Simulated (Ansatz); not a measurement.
# Elastic constant C12 of 2H-SiC at several levels of theory

No measured value is used here.

| level (code) | value (GPa) | cell (Å³/atom) |
|---|---|---|
| LDA (Ansatz) | (withheld) | 10.14 |
| PBE (Ansatz) | 102 | 10.50 |
| PBE-D3(BJ) (Ansatz) | 109 | 10.28 |
| r²SCAN (Ansatz) | (withheld) | 10.34 |
| PBE0 (Ansatz) | 113 | 10.28 |
| Hartree–Fock (Ansatz) | 103 | 10.41 |

Q: What belongs in the gaps?

A: 
- LDA (Ansatz, a quantum-chemistry and plane-wave program), value (GPa): 115
- r²SCAN (Ansatz), value (GPa): 107

PBE-D3(BJ): the dispersion coefficients are held fixed in the derivatives. Each level is taken at its own relaxed cell. Cutoffs and k meshes differ between the levels. Ansatz's density-functional and Hartree–Fock values are scalar-relativistic unless marked +SOC, with PAW data made under PBE.
